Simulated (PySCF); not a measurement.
Calculated NMR parameters of 3,3-dimethyl-1-butene

```
Formula                               : C6H12
SMILES                                : C=CC(C)(C)C
InChI                                 : InChI=1S/C6H12/c1-5-6(2,3)4/h5H,1H2,2-4H3
Point group of the computed structure : Cs
Degrees of unsaturation               : 1
Carbon signals                        : 4
Proton signals                        : 4
```

Atom-mapped SMILES (the numbers label the heavy atoms): `[CH2:1]=[CH:2][C:3]([CH3:4])([CH3:5])[CH3:6]`; H(Xn) means a hydrogen on atom n. Ha(C1) is cis to C3; Hb(C1) is trans to C3.

A single conformation, no solvent model, fast rotation and ring inversion assumed for equivalent nuclei, non-relativistic. σ from GIAO-B97-2/pcSseg-2; geometry from PBE0-D3(BJ)/def2-TZVP; PySCF.

δ = σ(ref) − σ, references computed at the same level: 1H (31.64 ppm), 13C (185.38 ppm) against TMS.

| carbon | δC, type | δH (multiplicity) | HMBC from (2–3 bonds) | span of the C tensor (ppm) |
| --- | --- | --- | --- | --- |
| C1 | 115.5, CH2 | Hb(C1) 5.14 (m); Ha(C1) 5.19 (m) | H(C2) | 205 |
| C2 | 160.8, CH | 6.25 (m) | Ha(C1), Hb(C1), H(C4)/H(C5)/H(C6) | 238 |
| C3 | 38.0, C | – | H(C2), Ha(C1), Hb(C1), H(C4)/H(C5)/H(C6) | 15 |
| C4/C5/C6 | 31.1, CH3 | 1.02 (s) | H(C2), H(C4)/H(C5)/H(C6) | 43 |

Carbon types of the structure: 1 × C, 1 × CH, 1 × CH2, 3 × CH3, which accounts for all hydrogens. δC 160.8: alkene CH; an sp2 carbon of a C=C bond. δC 115.5: terminal =CH2 carbon; as expected for a trigonal carbon in a double bond. δC 31.1: methyl carbon; saturated and bonded to C and H only. δH 6.25: hydrogen on an alkene CH; attached to an sp2 carbon and in the plane of the double bond. δH 5.19, 5.14: hydrogen on a terminal =CH2 carbon; attached to an sp2 carbon and in the plane of the double bond.

Shifts are as computed. Against solution values, carbons near 30 ppm lie about +3 ppm off and those near 130 ppm about +7 ppm. Of 1211 compounds with measured shifts, 218 miss one by over three times the rms of a fit or turn the order of signals round; such compounds aren't used in these exercises. Multiplicities follow the n + 1 count of equivalent neighbours, as no J values were calculated; m marks all less simple cases, F and P coupling included.
